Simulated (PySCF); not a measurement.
Question: Give a PBE0-D3(BJ)/def2-SVP geometry of `O=[S@@]1CC[C@@H]1F`.

Answer: 
```
atom  x, y, z in Å
O1    -0.8259    1.8540    1.0984
S2    -0.7822    1.3158   -0.2980
C3    -1.0277   -0.5305   -0.1526
C4     0.4219   -0.7201    0.2933
C5     0.9158    0.4898   -0.4729
F6     1.9407    1.1827    0.0447
H7    -1.2608   -0.9503   -1.1431
H8    -1.8262   -0.7618    0.5642
H9     0.5062   -0.4972    1.3665
H10    0.9070   -1.6841    0.0774
H11    1.0861    0.2946   -1.5471
```

Any rigid rotation of these coordinates is as good. Atoms count from 1 in this order. The C–S distances run from 1.868 Å (S2–C3, drawn single) to 1.896 Å (S2–C5, drawn single), a spread of 0.028 Å. Of the pairs four or more bonds apart, O1···H9 is among the closest relative to their van der Waals radii: 2.72 Å, 100 % of the sum of Bondi's values. The 4-membered ring S2–C3–C4–C5 has internal angles of 72.2° to 93.6°; it is puckered, 0.19 Å rms from its mean plane, widest ring torsion 29°. S2 (sulfinyl sulfur) is pyramidal (angles 106.2°, 105.6° and 72.2°, sum 284.0°, 0.87 Å off the plane of its three neighbours).

Bonds between heavy atoms (Å): O1=S2 1.497, S2–C3 1.868, C3–C4 1.528, C4–C5 1.515, C5–F6 1.341, S2–C5 1.896.

Computed, not measured: PySCF, PBE0-D3(BJ)/def2-SVP geometry optimisation, gas phase.

Point group: C1 (no symmetry element, even within 0.4 Å). Not checked by PBE0-D3(BJ)/def2-SVP frequencies. The numbers are those of one conformer (O1–S2–C3–C4 -78°, S2–C3–C4–C5 -29°, C3–C4–C5–F6 147°, O1–S2–C5–C4 78°).

On one thread, Arm Neoverse V1 (shared host), this took 52 s wall. These figures are those of the optimisation.
